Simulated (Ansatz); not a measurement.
Process, species as SMILES: [O]O (O-OH) → H atom + 2 O atom
B3LYP-D3(BJ)/def2-TZVP geometries, fixed; electronic energies without zero-point terms.

Effect of the final integration grid (spheres per factor e of radius in core and valence, angular degree) at PBE/def2-TZVPP with Ansatz (a program for electronic structure), against the last row, where the atomisation energy is 194.94 kcal/mol. Open shells are unrestricted. The default's grid is 13, 11, 36.

```tsv
setting	largest shift of a total energy (mEh)	shift of the atomisation energy (kcal/mol)
accuracy: medium (default)	0.000	0.000
final_grid: 4, 3, 11	-1.358	0.526
final_grid: 6, 5, 17	0.012	-0.002
final_grid: 8, 7, 23	0.006	-0.005
final_grid: 10, 9, 29	-0.001	0.001
final_grid: 18, 15, 47	0.000	0.000
final_grid: 26, 22, 59	0.000	0.000
```

Within 0.02 kcal/mol in the atomisation energy: accuracy: medium (default); final_grid: 6, 5, 17; final_grid: 8, 7, 23; final_grid: 10, 9, 29; final_grid: 18, 15, 47. The largest shift is 1.358 mEh in a total energy and 0.526 kcal/mol in the difference.
